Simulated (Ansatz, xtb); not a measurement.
Molecule: methylamine, CH5N (charge 0, singlet). 
Geometry from a B3LYP-D3(BJ)/def2-TZVP (Ansatz, a program for electronic structure) optimisation:
```
C
H 1 1.0912
H 1 1.0912 2 107.19
H 1 1.0988 2 107.88 3 -115.94
N 1 1.4624 2 109.21 3 118.20
H 5 1.0129 1 110.75 2 -179.27
H 5 1.0129 6 106.88 1 120.72
```

Harmonic wavenumbers from GFN2-xTB (xtb, at its own minimum), cm⁻¹: 349, 917, 950, 1105, 1162, 1294, 1419, 1497, 1500, 1573, 2867, 3013, 3016, 3383, 3413.

Task: Give the harmonic wavenumbers at B3LYP-D3(BJ)/def2-TZVP (Ansatz, finite differences of forces, unscaled).

Result: 302, 830, 976, 1057, 1169, 1347, 1459, 1496, 1518, 1666, 2966, 3059, 3094, 3490, 3565 cm⁻¹. Zero-point energy 40.0 kcal/mol.

Task: From these and the geometry, give the ideal-gas thermochemistry at 298.15 K and 1 atm (rigid rotor, harmonic oscillator).

Result: Point group Cs, rotational symmetry number 1. Rotational constants 104, 22.79, 21.88 GHz. S(trans) 36.23, S(rot) 19.37, S(vib) 1.88, S(elec, spin only) 0.00, S 57.5 cal/(mol K). H(298) - H(0) 2.75 kcal/mol; G - E(el) 25.6 kcal/mol. Tabulated S at 1 bar: 58.1 cal/(mol K) (CRC Handbook, as tabulated in the package chemicals); it can hold hindered rotation or other conformers, which this model lacks.
